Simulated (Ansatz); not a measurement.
Input file:

```yaml
crystal:
  periodic: [false, false, false]
  atoms:
    - {symbol: Be, position_ang: [0.000000, 0.000000, 0.000000]}
    - {symbol: Na, position_ang: [0.000000, 0.000000, 2.819600]}
basis:
  gaussian: {orbitals: 6-31G}
magnetization: {spin_polarized: true, initial_magnetization: 3}
hamiltonian: {xc: {name: PBE}}
correlation: {method: ccsdt, electrons: outside_noble_gas, diis_vectors: 2}
scf: {lower_state_search: off}
output: {forces: true}
```

```sh
$ ansatz run in.yaml --threads 1 --pin off --events-out ev --progress --plain --max-ram 2393MiB
```

Log:

```
these checks for a lower state are left out or cut short: starts, cluster_reference, orbital_swaps, neighbouring_geometries, increment
436 factors; integrals over basis functions are off by at most 1.1e-7 eV
mean field evaluation 1: about -4808.0598 eV, gradient 3.1e0 eV
mean field evaluation 2: about -4808.0467 eV, gradient 3.1e0 eV
mean field evaluation 4: about -4808.3182 eV, gradient 3.1e-1 eV
mean field evaluation 8: about -4808.3217 eV, gradient 1.5e-3 eV
mean field evaluation 16: about -4808.3217 eV, gradient 1.9e-6 eV
mean field -4808.32169512 eV, -176.7025630981 hartree, gradient 1.9e-6 eV, S^2 3.750020; 0 other end points of the search recorded, 0 dependent functions left out
6 core orbitals not correlated: weight in the atoms' cores, before any rotation towards them, 1.000 or more for the frozen orbitals, at most 0.000 for the correlated occupied ones
reference -4798.42502419 eV, -176.3388671497 hartree; 3, 0 occupied and 13, 16 virtual orbitals, 436 factors
second order -0.17750690 eV of doubles, -0.06915290 eV of singles
cycle   1  -0.31964083 eV  change   -7.4e-2 eV  update   4.1e-2
cycle   2  -0.36685675 eV  change   -4.7e-2 eV  update   2.0e-2
cycle   3  -0.37550065 eV  change   -8.6e-3 eV  update   8.1e-3
cycle   4  -0.37691646 eV  change   -1.4e-3 eV  update   2.9e-3
cycle   5  -0.37673416 eV  change    1.8e-4 eV  update   1.3e-3
cycle   6  -0.37662524 eV  change    1.1e-4 eV  update   5.0e-4
cycle   7  -0.37661456 eV  change    1.1e-5 eV  update   2.9e-4
cycle   8  -0.37669355 eV  change   -7.9e-5 eV  update   1.2e-4
cycle   9  -0.37674607 eV  change   -5.3e-5 eV  update   6.8e-5
cycle  10  -0.37677745 eV  change   -3.1e-5 eV  update   4.1e-5
cycle  11  -0.37677995 eV  change   -2.5e-6 eV  update   1.9e-5
cycle  12  -0.37677812 eV  change    1.8e-6 eV  update   1.1e-5
cycle  13  -0.37677660 eV  change    1.5e-6 eV  update   6.5e-6
cycle  14  -0.37677677 eV  change   -1.7e-7 eV  update   3.6e-6
cycle  15  -0.37677756 eV  change   -7.8e-7 eV  update   2.0e-6
cycle  16  -0.37677824 eV  change   -6.8e-7 eV  update   1.2e-6
cycle  17  -0.37677854 eV  change   -3.0e-7 eV  update   6.5e-7
cycle  18  -0.37677859 eV  change   -4.7e-8 eV  update   3.7e-7
cycle  19  -0.37677859 eV  change    2.0e-9 eV  update   2.2e-7
the calculation of the forces begins
Total energy: -4798.80180278 eV, -176.3527135074 hartree
Atom 0 at     0.000000     0.000000     0.000000 Å, force     0.000000     0.000000    -0.222184 eV/Å
Atom 1 at     0.000000     0.000000     2.819600 Å, force    -0.000000     0.000000     0.222184 eV/Å
Dipole moment:    -0.000000     0.000000     0.887245 e Å
Checks for a lower state left out: starts, cluster_reference, orbital_swaps, neighbouring_geometries, increment
```

Forces (eV/Å):
```
Be   0.000  0.000 -0.222
Na   0.000  0.000  0.222
```

Ran on 1 thread of AMD EPYC 7B13, shared host: 2.2 s wall, 0.18 GiB peak host memory.
